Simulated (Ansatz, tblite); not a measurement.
# The cluster SnF2: charged states by level of theory

Aim: the energy of removing and adding an electron for the cluster SnF2, by energy differences, and how well orbital energies stand in for it.

Computed with Ansatz 0.2.0, Gaussian basis. Level: as each input shows.

Plan: charge +1 doublet, at the geometry of the singlet (PBE0-D4/def2-TZVP, PBE-D4/def2-TZVP, r2SCAN-D4/def2-TZVP, CCSD(T)/def2-TZVPP); charge -1 doublet, at the geometry of the singlet (PBE0-D4/def2-TZVPD, PBE-D4/def2-TZVPD, r2SCAN-D4/def2-TZVPD, CCSD(T)/def2-TZVPD); the starting singlet's energies come from earlier runs.

### Step 1. The geometry

The geometry is that of the singlet, from an earlier relaxation (PBE-D4/def2-TZVP). At that level it is the lowest of the isomers that a small search found.

3 atoms, charge 0, spin multiplicity 1.

Atoms are counted from 1 here; the program's logs count them from 0.

Bond lengths: Sn1–F2 1.961 Å, Sn1–F3 1.961 Å. Angles: F2–Sn1–F3 96.7°.

Coordinates:

```xyz
3
charge 0, multiplicity 1
Sn    0.2276    0.8331   -0.0937
F     1.2703   -0.8237   -0.2111
F    -1.4979   -0.0094    0.3048
```

Sn takes a core potential in the def2 sets. No spin-orbit coupling is included.

### Step 2. Charge +1 doublet at the fixed geometry, PBE0-D4/def2-TZVP

in.yaml reads:

```yaml
crystal:
  periodic: [false, false, false]
  atoms:
    - {symbol: Sn, position_ang: [0.227622, 0.833105, -0.093687]}
    - {symbol: F, position_ang: [1.270282, -0.823724, -0.211095]}
    - {symbol: F, position_ang: [-1.497904, -0.009390, 0.304782]}
basis:
  gaussian: {orbitals: def2-TZVP}
total_charge: 1
magnetization: {spin_polarized: true, initial_magnetization: 1}
hamiltonian: {xc: pbe0, dispersion: d4}
output: {orbitals: {seedname: orbitals}}
```

Run with:

```sh
$ ansatz run in.yaml --threads 4 --pin off --events-out ev --progress --plain --max-ram 3916MiB
```

The program printed:

```text
Functional definition: PBE0
  name "PBE0"
  cite "Adamo & Barone, J. Chem. Phys. 110, 6158 (1999) doi:10.1063/1.478522"
  cite "Perdew, Burke & Ernzerhof, Phys. Rev. Lett. 77, 3865 (1996) doi:10.1103/PhysRevLett.77.3865"
  parent pbe
  parameter a = 0.25
  parameter kappa = 0.804
  parameter beta = 0.06672455060314922
  exchange = (1 - a)*pbe_x(kappa = kappa, mu = beta*pi^2/3) + a*exact_x
  correlation = pbe_c(beta = beta)
773 factors; their error is unknown
mean field evaluation 1: about -11232.4781 eV, gradient 8.1e1 eV
mean field evaluation 2: about -11010.9301 eV, gradient 2.3e2 eV
mean field evaluation 4: about -11253.4246 eV, gradient 9.4e0 eV
mean field evaluation 8: about -11253.7352 eV, gradient 1.8e-1 eV
mean field evaluation 16: about -11253.8407 eV, gradient 1.3e-3 eV
mean field -11253.84072834 eV, -413.5710186393 hartree, gradient 3.8e-5 eV, S^2 0.760782; 0 other end points of the search recorded, 0 dependent functions left out
reference -11253.84074874 eV, -413.5710193891 hartree; 20, 19 occupied and 92, 93 virtual orbitals, 773 factors
Total energy: -11253.87132374 eV, -413.5721429993 hartree
```

Run time: 1.4 s. Hardware: 4 threads of Arm Neoverse V1, shared host.

From the report: HOMO -16.99 eV, LUMO -13.66 eV (over both spins); ⟨S²⟩ 0.761 (pure: 0.75).

### Step 3. Charge +1 doublet at the fixed geometry, PBE-D4/def2-TZVP

start.molden holds the orbitals of an earlier run on this state, given as this run's starting guess.

in.yaml, as its differences from that of step 2:

```diff
@@ -7,6 +7,7 @@
 basis:
-  gaussian: {orbitals: def2-TZVP}
+  gaussian: {orbitals: def2-TZVP, initial_orbitals: start.molden}
 total_charge: 1
 magnetization: {spin_polarized: true, initial_magnetization: 1}
-hamiltonian: {xc: pbe0, dispersion: d4}
+hamiltonian: {xc: pbe, dispersion: d4}
+scf: {omitted_lower_state_checks: [starts]}
 output: {orbitals: {seedname: orbitals}}
```

Same command.

The program printed:

```text
Functional definition: PBE
  name "PBE"
  cite "Perdew, Burke & Ernzerhof, Phys. Rev. Lett. 77, 3865 (1996) doi:10.1103/PhysRevLett.77.3865"
  parent pbe
  parameter kappa = 0.804
  parameter beta = 0.06672455060314922
  exchange = pbe_x(kappa = kappa, mu = beta*pi^2/3)
  correlation = pbe_c(beta = beta)
these checks for a lower state are left out or cut short: starts
700 factors; their error is unknown
mean field evaluation 1: about -11254.0627 eV, gradient 6.1e0 eV
mean field evaluation 2: about -11254.1950 eV, gradient 1.8e-1 eV
mean field evaluation 4: about -11254.1931 eV, gradient 1.3e-1 eV
mean field evaluation 8: about -11254.1932 eV, gradient 1.3e-5 eV
mean field -11254.19316652 eV, -413.5839705035 hartree, gradient 1.3e-5 eV, S^2 0.752939; 0 other end points of the search recorded, 0 dependent functions left out
reference -11254.19319639 eV, -413.5839716012 hartree; 20, 19 occupied and 92, 93 virtual orbitals, 700 factors
Total energy: -11254.22999534 eV, -413.5853239377 hartree
Checks for a lower state left out: starts
```

Wall time 1 s (4 threads of Arm Neoverse V1, shared host).

Report: HOMO -15.55 eV, LUMO -14.54 eV (over both spins); ⟨S²⟩ 0.753 (pure: 0.75).

### Step 4. Charge +1 doublet at the fixed geometry, r2SCAN-D4/def2-TZVP

in.yaml, as its differences from that of step 3:

```diff
@@ -10,3 +10,3 @@
 magnetization: {spin_polarized: true, initial_magnetization: 1}
-hamiltonian: {xc: pbe, dispersion: d4}
+hamiltonian: {xc: r2scan, dispersion: d4}
 scf: {omitted_lower_state_checks: [starts]}
```

Launched as before.

The program printed:

```text
Functional definition: r2SCAN
  name "r2SCAN"
  cite "Furness, Kaplan, Ning, Perdew & Sun, J. Phys. Chem. Lett. 11, 8208 (2020) doi:10.1021/acs.jpclett.0c02405"
  cite "Furness, Kaplan, Ning, Perdew & Sun, J. Phys. Chem. Lett. 11, 9248 (2020) doi:10.1021/acs.jpclett.0c03077"
  parent r2scan
  parameter k0 = 0.174
  parameter k1 = 0.065
  parameter a1 = 4.9479
  exchange = r2scan_x(k0 = k0, k1 = k1, a1 = a1)
  correlation = r2scan_c
these checks for a lower state are left out or cut short: starts
700 factors; their error is unknown
mean field evaluation 1: about -11258.9716 eV, gradient 3.6e0 eV
mean field evaluation 2: about -11259.0099 eV, gradient 6.1e-2 eV
mean field evaluation 4: about -11259.0132 eV, gradient 4.2e-4 eV
mean field evaluation 8: about -11259.0132 eV, gradient 2.1e-5 eV
mean field -11259.01322571 eV, -413.7611044117 hartree, gradient 2.1e-5 eV, S^2 0.757831; 0 other end points of the search recorded, 0 dependent functions left out
reference -11259.01323496 eV, -413.7611047516 hartree; 20, 19 occupied and 92, 93 virtual orbitals, 700 factors
Total energy: -11259.02078731 eV, -413.7613822954 hartree
Checks for a lower state left out: starts
```

It took 2.2 s on 4 threads of Arm Neoverse V1, shared host.

HOMO -16.04 eV, LUMO -14.37 eV (over both spins); ⟨S²⟩ 0.758 (pure: 0.75).

### Step 5. Charge +1 doublet at the fixed geometry, CCSD(T)/def2-TZVPP

in.yaml reads:

```yaml
crystal:
  periodic: [false, false, false]
  atoms:
    - {symbol: Sn, position_ang: [0.227622, 0.833105, -0.093687]}
    - {symbol: F, position_ang: [1.270282, -0.823724, -0.211095]}
    - {symbol: F, position_ang: [-1.497904, -0.009390, 0.304782]}
basis:
  gaussian: {orbitals: def2-TZVPP, initial_orbitals: start.molden}
total_charge: 1
magnetization: {spin_polarized: true, initial_magnetization: 1}
correlation: {method: ccsd_t}
scf: {omitted_lower_state_checks: [starts, cluster_reference]}
output: {orbitals: {seedname: orbitals}}
```

The command is unchanged.

The program printed, cut to the lines that bear on the results:

```text
Functional definition: HF
  name "HF"
  cite "Fock, Z. Phys. 61, 126 (1930) doi:10.1007/BF01340294"
  parent pbe
[...]
894 factors; integrals over basis functions are off by at most 9.1e-4 eV
[...]
mean field -11211.47042741 eV, -412.0139387999 hartree, gradient 2.6e-6 eV, S^2 0.791116; 0 other end points of the search recorded, 0 dependent functions left out
6 core orbitals not correlated: weight in the atoms' cores, before any rotation towards them, 1.000 or more for the frozen orbitals, at most 0.000 for the correlated occupied ones
reference -11211.47042741 eV, -412.0139387999 hartree; 14, 13 occupied and 92, 93 virtual orbitals, 894 factors
second order -21.15635866 eV of doubles, -0.00000000 eV of singles
cycle   1  -20.20725047 eV  change    9.5e-1 eV  update   1.5e-1
[...]
cycle  15  -20.92973677 eV  change   -1.7e-5 eV  update   6.8e-6
perturbative correction -0.70703911 eV, -0.0259832080 hartree
Total energy: -11233.10720329 eV, -412.8090756475 hartree
Checks for a lower state left out: starts, cluster_reference
```

Wall time 10 s (4 threads of Arm Neoverse V1, shared host); peak memory 0.89 GiB.

From the report: Hartree-Fock HOMO -20.43 eV, LUMO -9.82 eV (over both spins); ⟨S²⟩ 0.791 (pure: 0.75); T1 0.025.

### Step 6. Vertical ionisation energy

Charged state less starting state, singlet to doublet; the starting state's energies are those of its earlier runs.

Differences are taken before rounding.

| method | vertical ionisation energy (eV) | from CCSD(T)/def2-TZVPP (eV) | time |
| --- | --- | --- | --- |
| HF/def2-TZVPP | 10.63 | -0.72 |  |
| PBE-D4/def2-TZVP | 11.01 | -0.33 | 1.7 s |
| r2SCAN-D4/def2-TZVP | 11.14 | -0.21 | 3.5 s |
| PBE0-D4/def2-TZVP | 11.23 | -0.12 | 2.4 s |
| MP2/def2-TZVPP | 11.50 | +0.16 |  |
| CCSD/def2-TZVPP | 11.39 | +0.05 |  |
| CCSD(T)/def2-TZVPP | 11.34 | 0 | 13 s |

Times add the two runs; a level without a time comes out of a correlated run.

Beside −ε(HOMO) of the starting state:

| level | −ε(HOMO) (eV) | by difference (eV) | mismatch (eV) |
| --- | --- | --- | --- |
| PBE-D4/def2-TZVP | 7.51 | 11.01 | -3.50 |
| r2SCAN-D4/def2-TZVP | 7.86 | 11.14 | -3.28 |
| PBE0-D4/def2-TZVP | 8.79 | 11.23 | -2.44 |

### Step 7. Charge -1 doublet at the fixed geometry, PBE0-D4/def2-TZVPD

in.yaml reads:

```yaml
crystal:
  periodic: [false, false, false]
  atoms:
    - {symbol: Sn, position_ang: [0.227622, 0.833105, -0.093687]}
    - {symbol: F, position_ang: [1.270282, -0.823724, -0.211095]}
    - {symbol: F, position_ang: [-1.497904, -0.009390, 0.304782]}
basis:
  gaussian: {orbitals: def2-TZVPD}
total_charge: -1
magnetization: {spin_polarized: true, initial_magnetization: 1}
hamiltonian: {xc: pbe0, dispersion: d4}
output: {orbitals: {seedname: orbitals}}
```

The command is unchanged.

The program printed:

```text
Functional definition: PBE0
  name "PBE0"
  cite "Adamo & Barone, J. Chem. Phys. 110, 6158 (1999) doi:10.1063/1.478522"
  cite "Perdew, Burke & Ernzerhof, Phys. Rev. Lett. 77, 3865 (1996) doi:10.1103/PhysRevLett.77.3865"
  parent pbe
  parameter a = 0.25
  parameter kappa = 0.804
  parameter beta = 0.06672455060314922
  exchange = (1 - a)*pbe_x(kappa = kappa, mu = beta*pi^2/3) + a*exact_x
  correlation = pbe_c(beta = beta)
882 factors; their error is unknown
mean field evaluation 1: about -11264.9164 eV, gradient 1.9e1 eV
mean field evaluation 2: about -11263.6658 eV, gradient 2.9e1 eV
mean field evaluation 4: about -11266.0609 eV, gradient 8.2e-1 eV
mean field evaluation 8: about -11266.1575 eV, gradient 1.3e-1 eV
mean field evaluation 16: about -11266.1575 eV, gradient 1.7e-5 eV
mean field -11266.15751066 eV, -414.0236520408 hartree, gradient 1.4e-5 eV, S^2 0.754889; 0 other end points of the search recorded, 0 dependent functions left out
reference -11266.15754134 eV, -414.0236531684 hartree; 21, 20 occupied and 115, 116 virtual orbitals, 882 factors
Total energy: -11266.19976835 eV, -414.0252049826 hartree
```

Wall time 1.8 s (4 threads of Arm Neoverse V1, shared host).

From the report: HOMO 0.91 eV, LUMO 3.50 eV (over both spins); ⟨S²⟩ 0.755 (pure: 0.75). Doubts: highest occupied level lies above zero.

### Step 8. Charge -1 doublet at the fixed geometry, PBE-D4/def2-TZVPD

in.yaml, as its differences from that of step 7:

```diff
@@ -7,6 +7,7 @@
 basis:
-  gaussian: {orbitals: def2-TZVPD}
+  gaussian: {orbitals: def2-TZVPD, initial_orbitals: start.molden}
 total_charge: -1
 magnetization: {spin_polarized: true, initial_magnetization: 1}
-hamiltonian: {xc: pbe0, dispersion: d4}
+hamiltonian: {xc: pbe, dispersion: d4}
+scf: {omitted_lower_state_checks: [starts]}
 output: {orbitals: {seedname: orbitals}}
```

Same command.

The program printed:

```text
Functional definition: PBE
  name "PBE"
  cite "Perdew, Burke & Ernzerhof, Phys. Rev. Lett. 77, 3865 (1996) doi:10.1103/PhysRevLett.77.3865"
  parent pbe
  parameter kappa = 0.804
  parameter beta = 0.06672455060314922
  exchange = pbe_x(kappa = kappa, mu = beta*pi^2/3)
  correlation = pbe_c(beta = beta)
these checks for a lower state are left out or cut short: starts
798 factors; their error is unknown
mean field evaluation 1: about -11266.0746 eV, gradient 6.0e0 eV
mean field evaluation 2: about -11266.1829 eV, gradient 1.2e-1 eV
mean field evaluation 4: about -11266.1818 eV, gradient 4.3e-4 eV
mean field evaluation 8: about -11266.1818 eV, gradient 1.1e-5 eV
mean field -11266.18175714 eV, -414.0245430828 hartree, gradient 1.1e-5 eV, S^2 0.752612; 0 other end points of the search recorded, 0 dependent functions left out
reference -11266.18179612 eV, -414.0245445151 hartree; 21, 20 occupied and 115, 116 virtual orbitals, 798 factors
Total energy: -11266.23258907 eV, -414.0264111215 hartree
Checks for a lower state left out: starts
```

It took 1.3 s on 4 threads of Arm Neoverse V1, shared host.

From the report: HOMO 1.76 eV, LUMO 2.79 eV (over both spins); ⟨S²⟩ 0.753 (pure: 0.75). Doubts: highest occupied level lies above zero.

### Step 9. Charge -1 doublet at the fixed geometry, r2SCAN-D4/def2-TZVPD

in.yaml, as its differences from that of step 8:

```diff
@@ -10,3 +10,3 @@
 magnetization: {spin_polarized: true, initial_magnetization: 1}
-hamiltonian: {xc: pbe, dispersion: d4}
+hamiltonian: {xc: r2scan, dispersion: d4}
 scf: {omitted_lower_state_checks: [starts]}
```

The command is unchanged.

The program printed:

```text
Functional definition: r2SCAN
  name "r2SCAN"
  cite "Furness, Kaplan, Ning, Perdew & Sun, J. Phys. Chem. Lett. 11, 8208 (2020) doi:10.1021/acs.jpclett.0c02405"
  cite "Furness, Kaplan, Ning, Perdew & Sun, J. Phys. Chem. Lett. 11, 9248 (2020) doi:10.1021/acs.jpclett.0c03077"
  parent r2scan
  parameter k0 = 0.174
  parameter k1 = 0.065
  parameter a1 = 4.9479
  exchange = r2scan_x(k0 = k0, k1 = k1, a1 = a1)
  correlation = r2scan_c
these checks for a lower state are left out or cut short: starts
798 factors; their error is unknown
mean field evaluation 1: about -11271.2392 eV, gradient 3.5e0 eV
mean field evaluation 2: about -11271.2680 eV, gradient 4.3e-2 eV
mean field evaluation 4: about -11271.2730 eV, gradient 1.5e-4 eV
mean field evaluation 8: about -11271.2730 eV, gradient 2.5e-5 eV
mean field -11271.27303708 eV, -414.2116441696 hartree, gradient 2.5e-5 eV, S^2 0.757251; 0 other end points of the search recorded, 0 dependent functions left out
reference -11271.27306050 eV, -414.2116450301 hartree; 21, 20 occupied and 115, 116 virtual orbitals, 798 factors
Total energy: -11271.28355193 eV, -414.2120305829 hartree
Checks for a lower state left out: starts
```

Run time: 3.2 s. Hardware: 4 threads of Arm Neoverse V1, shared host.

HOMO 1.52 eV, LUMO 3.20 eV (over both spins); ⟨S²⟩ 0.757 (pure: 0.75). Doubts: highest occupied level lies above zero.

### Step 10. Charge -1 doublet at the fixed geometry, CCSD(T)/def2-TZVPD

in.yaml, as its differences from that of step 9:

```diff
@@ -10,4 +10,4 @@
 magnetization: {spin_polarized: true, initial_magnetization: 1}
-hamiltonian: {xc: r2scan, dispersion: d4}
-scf: {omitted_lower_state_checks: [starts]}
+correlation: {method: ccsd_t}
+scf: {omitted_lower_state_checks: [starts, cluster_reference]}
 output: {orbitals: {seedname: orbitals}}
```

Launched as before.

The program printed, cut to the lines that bear on the results:

```text
Functional definition: HF
  name "HF"
  cite "Fock, Z. Phys. 61, 126 (1930) doi:10.1007/BF01340294"
  parent pbe
[...]
1028 factors; integrals over basis functions are off by at most 5.1e-4 eV
[...]
mean field -11222.91331309 eV, -412.4344570920 hartree, gradient 2.6e-6 eV, S^2 0.775649; 0 other end points of the search recorded, 0 dependent functions left out
6 core orbitals not correlated: weight in the atoms' cores, before any rotation towards them, 1.000 or more for the frozen orbitals, at most 0.000 for the correlated occupied ones
reference -11222.91331309 eV, -412.4344570920 hartree; 15, 14 occupied and 115, 116 virtual orbitals, 1028 factors
second order -22.33224444 eV of doubles, -0.00000000 eV of singles
cycle   1  -21.45579516 eV  change    8.8e-1 eV  update   1.3e-1
[...]
cycle  12  -22.08546345 eV  change   -1.9e-6 eV  update   5.3e-6
perturbative correction -0.68208177 eV, -0.0250660427 hartree
Total energy: -11245.68085830 eV, -413.2711489463 hartree
Checks for a lower state left out: starts, cluster_reference
```

Run time: 16 s. Hardware: 4 threads of Arm Neoverse V1, shared host; peak memory 1.4 GiB.

From the report: Hartree-Fock HOMO -1.22 eV, LUMO 5.59 eV (over both spins); ⟨S²⟩ 0.776 (pure: 0.75); T1 0.018.

### Step 11. Vertical electron affinity

Starting state less charged state (positive: the electron is bound), singlet to doublet; the starting state's energies are those of its earlier runs.

Differences are taken before rounding.

```csv
method,vertical electron affinity (eV),from CCSD(T)/def2-TZVPD (eV),time
HF/def2-TZVPD,0.75,-0.18,
PBE-D4/def2-TZVPD,0.90,-0.03,2.1 s
r2SCAN-D4/def2-TZVPD,1.05,+0.12,4.9 s
PBE0-D4/def2-TZVPD,1.02,+0.10,2.8 s
MP2/def2-TZVPD,0.84,-0.09,
CCSD/def2-TZVPD,0.95,+0.02,
CCSD(T)/def2-TZVPD,0.93,0,20 s
```

Times add the two runs; a level without a time comes out of a correlated run.

Beside −ε(LUMO) of the starting state:

| level | −ε(LUMO) (eV) | by difference (eV) | mismatch (eV) |
| --- | --- | --- | --- |
| PBE-D4/def2-TZVPD | 3.62 | 0.90 | +2.72 |
| r2SCAN-D4/def2-TZVPD | 3.51 | 1.05 | +2.46 |
| PBE0-D4/def2-TZVPD | 2.93 | 1.02 | +1.91 |

### Step 12. Results

| quantity | value |
| --- | --- |
| vertical ionisation energy, functionals in def2-TZVP | 11.01 (PBE-D4) to 11.23 eV (PBE0-D4) |
| vertical ionisation energy, CCSD(T)/def2-TZVPP | 11.34 eV |
| vertical electron affinity, functionals in def2-TZVPD | 0.90 (PBE-D4) to 1.05 eV (r2SCAN-D4) |
| vertical electron affinity, CCSD(T)/def2-TZVPD | 0.93 eV |

What this shows: The vertical ionisation energy spans 11.01 to 11.23 eV over the functionals, beside 11.34 eV from CCSD(T)/def2-TZVPP. −ε(HOMO) misses the level's own difference by -2.44 eV at best (PBE0-D4) and -3.50 eV at worst (PBE-D4). CCSD(T)/def2-TZVPP isn't at the basis-set limit; small misses against it rank nothing. The vertical electron affinity spans 0.90 to 1.05 eV over the functionals, beside 0.93 eV from CCSD(T)/def2-TZVPD. The anion's highest level lies above zero where self-interaction lifts it, so diffuse functions weigh on these values. −ε(LUMO) misses the level's own difference by +1.91 eV at best (PBE0-D4) and +2.72 eV at worst (PBE-D4).
